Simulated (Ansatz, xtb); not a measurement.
## Isomers of CH5N2− in order of energy

3 gas-phase structures of CH5N2−, found in a search over its isomers (lower ones may exist). Each was relaxed with GFN2-xTB:

A. `C[N-]N`, a singlet
B. `CN[NH-]`, a singlet
C. `[NH-]CN`, a singlet

Task: Which do you expect lowest at r2SCAN-D4/def2-SVPD//GFN2-xTB, and how would the others follow?

Result: Calculated order at r2SCAN-D4/def2-SVPD//GFN2-xTB: C (0.0), A (107.8), B (115.7) kJ/mol.

Energies above the lowest of each column, in kJ/mol; the last columns are at r2SCAN-D4/def2-SVPD geometries:

| structure | GFN2-xTB | HF/STO-3G | r2SCAN-D4/def2-SVPD//GFN2-xTB | r2SCAN-D4/def2-SVPD | CCSD(T)/def2-SVPD + ΔMP2/def2-TZVPPD |
| --- | --- | --- | --- | --- | --- |
| C | 0.0 | 2.3 | 0.0 | 0.0 | 0.0 |
| A | 57.8 | 0.0 | 107.8 | 121.0 | 128.1 |
| B | 88.4 | 30.1 | 115.7 | 128.2 | 130.8 |

CCSD(T)/def2-SVPD + ΔMP2/def2-TZVPPD puts C lowest; HF/STO-3G picks A. Some further structures that were screened fall inside this span and aren't listed. Flexible structures stand in one conformer each, not always the lowest. ΔMP2 is the change of the MP2 energy from the smaller to the larger basis.

Programs: Ansatz 0.2.0, xtb 6.7.1.
